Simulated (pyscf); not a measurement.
Optimised with ωB97X-D3(BJ)/def2-SVP in PySCF.

Task: Cl–Nb(Cl)(Cl)(Cl)–Cl + H₂S → HCl + HS–Nb(Cl)(Cl)(Cl)–Cl
Surface: singlet. Broken: Cl–Nb, H–S. Formed: Cl–H, Nb–S. Give ΔE‡ and ΔE from ωB97M-D3(BJ)/def2-TZVP, relative to the separated reactants.

Result: ΔE‡ = 37.2 kJ/mol, ΔE = +18.1 kJ/mol. Zero-point energy shifts the barrier by -0.2 kJ/mol. It is a four-centre exchange, with an imaginary mode of 701i cm⁻¹. On the reactant side the descent ends in an adduct with a Nb–S contact, 69.2 kJ/mol under the separated species and 83.0 kJ/mol under the saddle at ωB97X-D3(BJ)/def2-TZVP. On the product side the descent ends in an adduct with a Cl–Nb contact, 15.9 kJ/mol under the separated species and 17.4 kJ/mol under the saddle at ωB97X-D3(BJ)/def2-TZVP. What is counted as formed (Nb–S) is already present as a longer contact in the reactant adduct; forming that adduct is a step of its own. What is counted as broken (Cl–Nb) persists as a longer contact in the product adduct; parting that adduct is a step of its own. At ωB97X-D3(BJ)/def2-TZVP the barrier from the zero used here is 13.8 kJ/mol. One saddle was located; it need not be the lowest between these sides. Elements past Kr carry the def2 core potentials, without spin-orbit coupling.
